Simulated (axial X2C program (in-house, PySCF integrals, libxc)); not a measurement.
AlCl along the bond: PBE0, two-component

Computed with an in-house relativistic program for diatomic molecules. Two-component (2c) means X2C with spin–orbit coupling and atomic mean-field two-electron Coulomb and Gaunt terms. Basis: Cl dyall-av3z [9s8p3d2f], Al dyall-v3z [8s8p2d1f] (cores contracted in-house); Gaussian nuclei, density fitting, unrestricted open shells. Masses: Cl 34.969 u, Al 26.982 u.

State: Ω = 0 (closed shell). Dipoles are positive if Al is the positive end.

Results along the bond:

```tsv
R (Å)	μ (D)	HOMO (eV)	LUMO (eV)
1.877	-0.127	-6.48	-1.28
1.964	0.402	-6.66	-1.41
2.029	0.818	-6.79	-1.51
2.093	1.246	-6.92	-1.61
2.158	1.683	-7.05	-1.71
2.233	2.202	-7.19	-1.83
2.309	2.727	-7.31	-1.94
2.406	3.402	-7.44	-2.09
2.525	4.222	-7.54	-2.26
2.697	5.390	-7.56	-2.50
```

The state is a single determinant with fixed occupations, the lowest that a limited PBE0 search found. The closed shell is kept restricted, so the energy runs too high when the bond is stretched far.
